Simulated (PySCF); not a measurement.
**C5H5N (E-2,4-pentadienenitrile): levels of theory compared**

Wanted: a comparison of 4 runs (HF/STO-3G, B3LYP/6-31G*, BLYP/def2-TZVP) of C5H5N (E-2,4-pentadienenitrile). 

The results are computed with PySCF 2.14.0.

## 1. The system as given

C5H5N: 11 atoms, total charge 0, spin state singlet. SMILES: `C=C/C=C/C#N`. The shape is that of a GFN2-xTB optimisation. This is one conformer, not always the lowest.

Bond lengths: C1–C2 1.331 Å, C2–C3 1.439 Å, C3–C4 1.343 Å, C4–C5 1.403 Å, C5–N6 1.148 Å, C1–H7 1.076 Å, C1–H8 1.078 Å, C2–H9 1.083 Å, C3–H10 1.083 Å, C4–H11 1.083 Å. Some angles: C1–C2–C3 123.1°, C2–C3–C4 123.4°, C3–C4–C5 122.5°, C4–C5–N6 179.6°, C1–C2–H9 120.4°, C3–C2–H9 116.5°, C2–C1–H7 122.0°, C2–C1–H8 121.5°, C2–C3–H10 117.0°, C4–C3–H10 119.6°.

## 2. Energy and gradient at HF/STO-3G (run 1)

calc.py reads:

```python
from pyscf import gto, scf

molecule = gto.M(
    atom=[
    ('C', (1.633490, -1.382200, -0.554920)),
    ('C', (0.590390, -0.580690, -0.758590)),
    ('C', (-0.085530, 0.115660, 0.304280)),
    ('C', (-1.140430, 0.922410, 0.105760)),
    ('C', (-1.786200, 1.591890, 1.156590)),
    ('N', (-2.319600, 2.141630, 2.011730)),
    ('H', (2.124780, -1.894630, -1.363540)),
    ('H', (2.028920, -1.551510, 0.433280)),
    ('H', (0.207850, -0.424200, -1.759160)),
    ('H', (0.292480, -0.033610, 1.307720)),
    ('H', (-1.546150, 1.095260, -0.883140)),
],
    spin=0,
    charge=0,
    verbose=4,
    max_memory=1860,
    basis='sto-3g',
)

myscf = scf.RHF(molecule)
myscf.conv_tol = 1e-10
myscf.kernel()
if not myscf.converged:
    myscf = myscf.newton().run(myscf.mo_coeff, myscf.mo_occ)

etot = myscf.e_tot
print('Final energy', etot)
grad = myscf.nuc_grad_method().kernel()
myscf.analyze()
```

Started as:

```
OMP_NUM_THREADS=1 python calc.py
```

The program printed:

```text
PySCF version 2.14.0

[... 83 lines left out ...]
Total Energy =                        -243.570352478083322
[... 3 lines left out ...]
Two-electron Coulomb Energy =          296.645018151838940
[... 5 lines left out ...]
MO #3   energy= -11.0762560112072  occ= 2
[... 3 lines left out ...]
MO #7   energy= -1.17004832488602  occ= 2
[... 3 lines left out ...]
MO #11  energy= -0.744835243897973 occ= 2
[... 3 lines left out ...]
MO #15  energy= -0.540879302228028 occ= 2
[... 3 lines left out ...]
MO #19  energy= -0.40847916448955  occ= 2
[... 3 lines left out ...]
MO #23  energy= 0.355202977032994  occ= 0
[... 3 lines left out ...]
MO #27  energy= 0.637856724550699  occ= 0
[... 3 lines left out ...]
MO #31  energy= 0.838949716380401  occ= 0
[... 3 lines left out ...]
MO #35  energy= 1.39493689141717   occ= 0
[... 10 lines left out ...]
pop of  1 C 2py           1.00905
pop of  1 C 2pz           1.00081
pop of  2 C 1s            1.99983
pop of  2 C 2s            1.02680
pop of  2 C 2px           0.98082
pop of  2 C 2py           0.95859
pop of  2 C 2pz           1.01797
pop of  3 C 1s            1.99982
pop of  3 C 2s            0.99600
pop of  3 C 2px           1.02730
pop of  3 C 2py           1.03570
pop of  3 C 2pz           0.99279
pop of  4 C 1s            1.99993
pop of  4 C 2s            1.01671
pop of  4 C 2px           0.98186
pop of  4 C 2py           0.98340
pop of  4 C 2pz           0.99585
pop of  5 N 1s            1.99990
pop of  5 N 2s            1.62409
pop of  5 N 2px           1.12601
pop of  5 N 2py           1.13466
pop of  5 N 2pz           1.24994
pop of  6 H 1s            0.95305
pop of  7 H 1s            0.95572
pop of  8 H 1s            0.95785
pop of  9 H 1s            0.94873
pop of  10 H 1s           0.94285
 ** Mulliken atomic charges  **
charge of    0C =     -0.05801
charge of    1C =     -0.03585
charge of    2C =      0.01600
charge of    3C =     -0.05161
charge of    4C =      0.02226
charge of    5N =     -0.13459
charge of    6H =      0.04695
charge of    7H =      0.04428
charge of    8H =      0.04215
charge of    9H =      0.05127
charge of   10H =      0.05715
Dipole moment(X, Y, Z, Debye):  2.15486, -2.04710, -2.25639
```

It took 5.7 s on 1 thread of Intel Xeon at 2.50GHz (Skylake/Cascade Lake), shared host; peak memory 0.12 GiB.

## 3. Energy and forces at B3LYP/6-31G(d) (spherical functions) (run 2)

calc.py reads:

```python
from pyscf import gto, dft

mol = gto.M(
    atom='''
C        1.633490      -1.382200      -0.554920
C        0.590390      -0.580690      -0.758590
C       -0.085530       0.115660       0.304280
C       -1.140430       0.922410       0.105760
C       -1.786200       1.591890       1.156590
N       -2.319600       2.141630       2.011730
H        2.124780      -1.894630      -1.363540
H        2.028920      -1.551510       0.433280
H        0.207850      -0.424200      -1.759160
H        0.292480      -0.033610       1.307720
H       -1.546150       1.095260      -0.883140
''',
    charge=0,
    max_memory=1860,
    verbose=4,
    basis='6-31g*',
    spin=0,
)

myscf = dft.RKS(mol, xc='b3lyp')
myscf.grids.level = 5
myscf.conv_tol = 1e-10
myscf.kernel()
if not myscf.converged:
    myscf = myscf.newton().run(myscf.mo_coeff, myscf.mo_occ)

e_tot = myscf.e_tot
print('Final energy', e_tot)
grad = myscf.nuc_grad_method().kernel()
myscf.analyze()
```

Started as:

```
OMP_NUM_THREADS=1 python calc.py
```

The program printed:

```text
PySCF version 2.14.0

[... 98 lines left out ...]
Total Energy =                        -248.230921408746980
[... 10 lines left out ...]
MO #4   energy= -10.2193744798018  occ= 2
[... 8 lines left out ...]
MO #13  energy= -0.503315745098558 occ= 2
[... 8 lines left out ...]
MO #22  energy= -0.0726280287642993 occ= 0
[... 8 lines left out ...]
MO #31  energy= 0.244218199408597  occ= 0
[... 8 lines left out ...]
MO #40  energy= 0.584039505133191  occ= 0
[... 8 lines left out ...]
MO #49  energy= 0.817012359976496  occ= 0
[... 8 lines left out ...]
MO #58  energy= 1.0420852427619    occ= 0
[... 8 lines left out ...]
MO #67  energy= 1.50732764490193   occ= 0
[... 8 lines left out ...]
MO #76  energy= 1.94024800028711   occ= 0
[... 8 lines left out ...]
MO #85  energy= 2.38386632532612   occ= 0
[... 8 lines left out ...]
MO #94  energy= 3.39962157623959   occ= 0
[... 69 lines left out ...]
pop of  4 C 3dz^2         0.00148
pop of  4 C 3dxz          0.00141
pop of  4 C 3dx2-y2       0.00104
pop of  5 N 1s            1.99990
pop of  5 N 2s            1.56300
pop of  5 N 3s            0.01552
pop of  5 N 2px           1.15488
pop of  5 N 2py           1.16456
pop of  5 N 2pz           1.29077
pop of  5 N 3px           0.00125
pop of  5 N 3py           0.00146
pop of  5 N 3pz           0.00207
pop of  5 N 3dxy          0.00202
pop of  5 N 3dyz          0.00417
pop of  5 N 3dz^2         0.00305
pop of  5 N 3dxz          0.00401
pop of  5 N 3dx2-y2       0.00125
pop of  6 H 1s            0.86953
pop of  6 H 2s            0.00915
pop of  7 H 1s            0.87598
pop of  7 H 2s            0.00883
pop of  8 H 1s            0.88065
pop of  8 H 2s            0.00863
pop of  9 H 1s            0.86823
pop of  9 H 2s            0.00927
pop of  10 H 1s           0.85673
pop of  10 H 2s           0.00949
 ** Mulliken atomic charges  **
charge of    0C =     -0.20327
charge of    1C =     -0.09266
charge of    2C =     -0.04614
charge of    3C =     -0.14359
charge of    4C =      0.09008
charge of    5N =     -0.20792
charge of    6H =      0.12132
charge of    7H =      0.11518
charge of    8H =      0.11071
charge of    9H =      0.12250
charge of   10H =      0.13377
Dipole moment(X, Y, Z, Debye):  2.58645, -2.48006, -2.85958
```

Run time: 93 s. Hardware: 1 thread of Intel Xeon at 2.50GHz (Skylake/Cascade Lake), shared host; peak memory 0.96 GiB.

Run 3 isn't shown in full; the table further down has it.

## 4. Energy and forces at BLYP/def2-TZVP (run 4)

start.xyz reads:

```xyz
11

C      1.633490    -1.382200    -0.554920
C      0.590390    -0.580690    -0.758590
C     -0.085530     0.115660     0.304280
C     -1.140430     0.922410     0.105760
C     -1.786200     1.591890     1.156590
N     -2.319600     2.141630     2.011730
H      2.124780    -1.894630    -1.363540
H      2.028920    -1.551510     0.433280
H      0.207850    -0.424200    -1.759160
H      0.292480    -0.033610     1.307720
H     -1.546150     1.095260    -0.883140
```

input.py reads:

```python
from pyscf import gto, dft

mol = gto.Mole()
mol.atom = 'start.xyz'
mol.verbose = 4
mol.basis = 'def2-tzvp'
mol.max_memory = 1860
mol.spin = 0
mol.charge = 0
mol.build()

mf = dft.RKS(mol)
mf.xc = 'blyp'
mf.conv_tol = 1e-10
mf.grids.level = 5
mf.kernel()
if not mf.converged:
    mf = mf.newton().run(mf.mo_coeff, mf.mo_occ)

e_tot = mf.e_tot
print('E = %.10f Eh' % e_tot)
grad = mf.nuc_grad_method().kernel()
mf.analyze()
```

Started as:

```
OMP_NUM_THREADS=1 python input.py
```

The program printed:

```text
PySCF version 2.14.0

[... 116 lines left out ...]
MO #7   energy= -0.825193483583696 occ= 2
[... 18 lines left out ...]
MO #26  energy= 0.0356872971928028 occ= 0
[... 18 lines left out ...]
MO #45  energy= 0.316292068029743  occ= 0
[... 18 lines left out ...]
MO #64  energy= 0.612374753326095  occ= 0
[... 18 lines left out ...]
MO #83  energy= 1.13006873183358   occ= 0
[... 18 lines left out ...]
MO #102 energy= 1.58721705753614   occ= 0
[... 18 lines left out ...]
MO #121 energy= 2.22429890664691   occ= 0
[... 18 lines left out ...]
MO #140 energy= 2.70660164112171   occ= 0
[... 18 lines left out ...]
MO #159 energy= 3.09549316037012   occ= 0
[... 18 lines left out ...]
MO #178 energy= 3.72963743964106   occ= 0
[... 18 lines left out ...]
MO #197 energy= 4.64149933349106   occ= 0
[... 18 lines left out ...]
MO #216 energy= 31.7303925902499   occ= 0
[... 191 lines left out ...]
pop of  6 H 2px           0.00026
pop of  6 H 2py           0.00030
pop of  6 H 2pz           0.00039
pop of  7 H 1s            0.86865
pop of  7 H 2s            0.00506
pop of  7 H 3s            0.00316
pop of  7 H 2px           0.00022
pop of  7 H 2py           0.00017
pop of  7 H 2pz           0.00057
pop of  8 H 1s            0.87423
pop of  8 H 2s            0.00512
pop of  8 H 3s            0.00312
pop of  8 H 2px           0.00015
pop of  8 H 2py           0.00012
pop of  8 H 2pz           0.00063
pop of  9 H 1s            0.86292
pop of  9 H 2s            0.00525
pop of  9 H 3s            0.00335
pop of  9 H 2px           0.00017
pop of  9 H 2py           0.00013
pop of  9 H 2pz           0.00062
pop of  10 H 1s           0.84909
pop of  10 H 2s           0.00554
pop of  10 H 3s           0.00339
pop of  10 H 2px          0.00023
pop of  10 H 2py          0.00018
pop of  10 H 2pz          0.00057
 ** Mulliken atomic charges  **
charge of    0C =     -0.22467
charge of    1C =     -0.09280
charge of    2C =     -0.05423
charge of    3C =     -0.15100
charge of    4C =      0.10619
charge of    5N =     -0.22003
charge of    6H =      0.12920
charge of    7H =      0.12217
charge of    8H =      0.11663
charge of    9H =      0.12756
charge of   10H =      0.14100
Dipole moment(X, Y, Z, Debye):  2.57241, -2.47780, -2.91584
```

Wall time 11 min (1 thread of Intel Xeon at 2.50GHz (Skylake/Cascade Lake), shared host); peak memory 1.8 GiB.

## 5. All runs side by side

```
run                               level  integration grid  Cartesian functions  energy (Eh)  dipole moment (D)  HOMO energy (eV)  LUMO energy (eV)  wall time
  1                           HF/STO-3G                 –                   no  -243.570352               3.73             -7.62              4.88      5.7 s
  2  B3LYP/6-31G* (spherical functions)                 5                   no  -248.230921               4.58             -6.90             -1.98       93 s
  3  B3LYP/6-31G* (Cartesian functions)                 5                  yes  -248.236903               4.59             -6.90             -1.98       98 s
  4                      BLYP/def2-TZVP                 5                   no  -248.242649               4.61             -6.29             -2.89     11 min
```

## 6. Summary of results

| quantity | value |
| --- | --- |
| run 4: total energy | -248.24265 Eh |
| run 4: dipole moment | 4.61 D |
| run 4: HOMO energy | -6.29 eV |
| run 4: LUMO energy | -2.89 eV |
| run 4: HOMO–LUMO gap | 3.40 eV |
| run 4: largest force on an atom | 2.220 eV/Å |

The dipole moment (its size) runs from 3.73 D (HF/STO-3G) to 4.61 D (BLYP/def2-TZVP). The two ends differ in method and basis. The HOMO–LUMO gap runs from 3.40 eV (BLYP/def2-TZVP) to 12.50 eV (HF/STO-3G). Totals of different functionals can't be ranked against each other. In run 1 the basis is minimal, so the values are rough. All runs together took 15 min, the longest 11 min.
